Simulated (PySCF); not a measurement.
# A diatomic session: AlCl+

The task here is to estimate one member of a computed series from the others.

Program: PySCF 2.14.0. Level of theory: Al def2-TZVPPD, Cl def2-TZVPPD, no relativity. These are calculated values, not measurements.

The first run:

A driver script around PySCF takes these settings:

* atoms: Al, Cl
* charge: 1
* basis: Al def2-TZVPPD, Cl def2-TZVPPD
* Hamiltonian: no relativity
* basis functions: 99
* electrons treated: 29
* masses in u: 26.9815, 34.9689
* levels: PBE0, PBE, r²SCAN, LDA, B3LYP, PW91, M06-2X, r²SCAN0, ωB97X, HF, MP2, SCS-MP2, CCSD, CCSD(T)
* grid: 80 radial by 434 angular points
* occupations: held fixed by the projection of orbital angular momentum
* dissociation limit: Al+ + Cl, each in its ground configuration
* starting distance in angstrom: 2.265
* values of 2S to try: 1, 3

Command:

```sh
> OMP_NUM_THREADS=2 python dia.py task.json out
```

Steps of the session up to this table: The job; The PBE0 curve of the state that the search chose; Excited determinants; PBE; r²SCAN; LDA (local density); B3LYP; PW91; M06-2X (hybrid meta-GGA); r²SCAN0 (hybrid meta-GGA); ωB97X (range-separated hybrid); UHF (mean field); MP2 and coupled cluster.

One table of the session follows, with a row left open; its other results are not shown here.

Energy (eV) from each level's lowest point:

| R (Å) | UHF | UHF-MP2 | UHF-SCS-MP2 | UHF-CCSD | UHF-CCSD(T) |
| --- | --- | --- | --- | --- | --- |
| 1.743 | 1.251 | 1.321 | 1.329 | n/a | n/a |
| 1.824 | 0.533 | 0.583 | 0.590 | 0.585 | 0.604 |
| 1.905 | 0.150 | 0.180 | 0.185 | 0.183 | 0.195 |
| 1.966 | 0.023 | 0.038 | 0.041 | 0.041 | 0.047 |
| 2.027 | 0.000 | 0.000 | 0.000 | 0.000 | 0.000 |
| 2.088 | ? | ? | ? | ? | ? |
| 2.169 | 0.213 | 0.186 | 0.176 | 0.168 | 0.155 |
| 2.270 | 0.495 | 0.468 | 0.445 | 0.417 | 0.398 |
| 2.392 | 0.866 | 0.907 | 0.860 | 0.761 | 0.746 |
| 2.554 | 1.238 | 1.517 | 1.411 | n/a | n/a |

Estimate the missing values for R (Å) = 2.088.

Worked estimate for «UHF». A straight line through the neighbours (2.027, 0.000) and (2.169, 0.213) gives 0.000 + (0.213 − 0.000) × (2.088 − 2.027) / (2.169 − 2.027) = 0.091; a parabola fitted to 4 rows on both sides gives 0.063.

The run gave: UHF: 0.054; UHF-MP2: 0.041; UHF-SCS-MP2: 0.037; UHF-CCSD: 0.036; UHF-CCSD(T): 0.030. In «UHF» the line misses by +0.037 and the parabola by +0.009.

Caveats from the session: Lowest PBE0 solution found, without spin–orbit coupling: ²Σ⁺ (doublet), unpaired electrons σ ↑. Warnings in the runs' records: inverted.
